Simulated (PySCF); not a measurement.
Worked example: correlation energy of SiH2, singlet

Geometry: a PBE0/def2-TZVP stationary point for this spin, not checked as a minimum.

```xyz
3

Si    0.0000   -0.0715    0.0000
H     0.0000    0.9958   -1.0900
H     0.0000    0.9958    1.0900
```

Basis cc-pVDZ; PySCF 2.14.0. Correlated methods freeze the noble-gas cores, which leaves 6 electrons in 23 orbitals. Prefix R: restricted or restricted open-shell reference.

Full CI is exact within this basis and frozen core; it isn't the basis-set limit.

RCCSD has a T1 diagnostic of 0.014 and a largest doubles amplitude of 0.11.

```json
{"level": "RHF", "total energy (hartree)": "-290.018333"}
{"level": "RMP2", "total energy (hartree)": "-290.106676"}
{"level": "RCCSD", "total energy (hartree)": "-290.135177"}
{"level": "RCCSD(T)", "total energy (hartree)": "-290.137424"}
{"level": "RCCSDT", "total energy (hartree)": "-290.138026"}
{"level": "RCCSDT(Q)", "total energy (hartree)": "-290.138118"}
{"level": "full CI", "total energy (hartree)": "-290.138141"}
```

What is the correlation energy at full CI, and what share of it do RMP2 and RCCSD recover?

E(corr) = -290.138141 − (-290.018333) = -0.119808 hartree = -3.260 eV. RMP2: -0.088343 / -0.119808 = 73.74 %. RCCSD: -0.116844 / -0.119808 = 97.53 %.

By how many kcal/mol does RCCSD(T) miss full CI (1 hartree = 627.509 kcal/mol), and which steps make up the rest?

-290.137424 − (-290.138141) = 0.000717 hartree = 0.45 kcal/mol. Steps: RCCSDT − RCCSD(T) = -0.38, RCCSDT(Q) − RCCSDT = -0.06, full CI − RCCSDT(Q) = -0.01 kcal/mol. That is within 1 kcal/mol of the reference in this basis, which itself misses far more of the correlation at the basis-set limit.
